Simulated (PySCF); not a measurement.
How the method changes the constants of AlC

State: ⁴Σ⁻ (quartet), unpaired electrons σ ↑, π ↑↑. Set-up: Al 3-21G, C 3-21G; no relativity (PySCF 2.14). De refers to Al + C in their high-spin ground configurations, without counterpoise correction. The functionals are run spin-unrestricted. A positive dipole means Al(−)C(+).

```csv
Level,Re (Å),ωe (cm⁻¹),De (eV),μ (D),"CPU s a point (SCF and correlation, without the integrals)"
UHF,2.027,645,2.44,-1.01,0.03
UHF-MP2,2.036,636,2.85,n/a,0.041
UHF-SCS-MP2,2.035,638,2.68,n/a,n/a
UHF-CCSD,2.037,632,2.85,n/a,n/a
UHF-CCSD(T),2.040,627,2.90,n/a,0.23
PBE,2.040,607,3.60,-1.31,0.24
BLYP,2.044,594,3.31,-1.36,0.19
r²SCAN,2.034,624,3.52,-1.21,0.32
PBE0,2.030,626,3.32,-1.34,0.34
M06,2.028,624,3.45,-1.33,0.32
BHandHLYP,2.024,632,2.86,-1.48,0.2
```

Which functional lies closest to UHF-CCSD(T) in De, which farthest, and by how much do they differ from it?

Closest is BHandHLYP (-1.6 pm in Re, +0.8 % in ωe, -0.04 eV in De against UHF-CCSD(T) in the same basis), farthest PBE (+0.0 pm in Re, -3.2 % in ωe, +0.70 eV in De). CCSD(T) converges more slowly with the basis than the functionals do and binds too weakly in this one, so the order can change at the basis-set limit.

What does a quarter of exact exchange do here, going from PBE to PBE0?

PBE0 less PBE: -1.0 pm in Re, +3.1 % in ωe, -0.28 eV in De. Exact exchange removes part of the self-interaction that spreads semilocal densities, and in most molecules shortens and stiffens the bond and lowers De; so it does here.

What does second-order correlation do here, going from UHF to UHF-MP2?

UHF-MP2 less UHF: +0.9 pm in Re, -1.4 % in ωe, +0.41 eV in De. Correlation nearly always deepens the well. The bond lengthens, as in strong covalent bonds, where excitations into antibonding orbitals dominate.

Correlated steps freeze 6 core orbitals. The CCSD T1 diagnostic is raised, a sign that a single reference may not be enough here. 3-21G is very small, so such numbers show the basis as much as the molecule. The state was picked by a PBE0 search and need not be the measured ground state.

The whole job (state search and all levels along the bond) took about 0.71 min on 1 thread of Arm Neoverse V1 (shared host), peak memory 0.33 GiB.
